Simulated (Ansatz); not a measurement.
Results of rVV10 (PAW; Ansatz, a first-principles code) for 2H WSe₂.

Rigid layers of the crystal as relaxed at this level are moved apart or together:

| run | k mesh | layer repeat (Å) | energy against free layers (meV/Å²) | gap on the mesh (eV) |
|---|---|---|---|---|
| 1 | 12×12×4 | 6.18 | -21.47 | 0.691 |
| 2 | 12×12×4 | 6.33 | -26.22 | 0.782 |
| 3 | 12×12×4 | 6.48 | -28.32 | 0.872 |
| 4 | 12×12×4 | 6.68 | -28.51 | 0.986 |
| 5 | 12×12×4 | 6.98 | -25.89 | 1.143 |
| 6 | 12×12×4 | 7.48 | -19.39 | 1.319 |
| 7 | 12×12×2 | 8.48 | -9.63 | 1.472 |
| 8 | 12×12×2 | 10.48 | -2.87 | 1.507 |

The lowest energy of these points lies at a layer repeat of 6.68 Å.

Spin–orbit coupling is not included.
